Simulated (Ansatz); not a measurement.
fluoromethane cation (CH3F), SMILES CF (connectivity only; charge and spin as stated), charge +1, multiplicity 2.

Coordinates come from a B3LYP-D3(BJ)/def2-TZVP optimisation. The multiplicity is an assumed one; other spin states were not compared.

Two levels are set side by side: PBE/def2-TZVPD (Ansatz, an electronic-structure program) and ωB97X-V/def2-TZVPD (Ansatz). Energy differences of separate SCF runs at the same geometry; the states with an electron removed or added have multiplicity 1 and 1. Differences are taken from unrounded values.

| quantity | PBE |
|---|---|
| vertical ionisation energy (eV) | 21.82 |
| vertical electron affinity (eV) | 11.09 |

Question: These are the PBE values. What does ωB97X-V give? (An estimate is asked for; the answer gives what the named calculation found.)

Answer: 
| quantity | ωB97X-V | PBE minus ωB97X-V |
|---|---|---|
| vertical ionisation energy (eV) | 22.07 | -0.25 |
| vertical electron affinity (eV) | 11.36 | -0.27 |
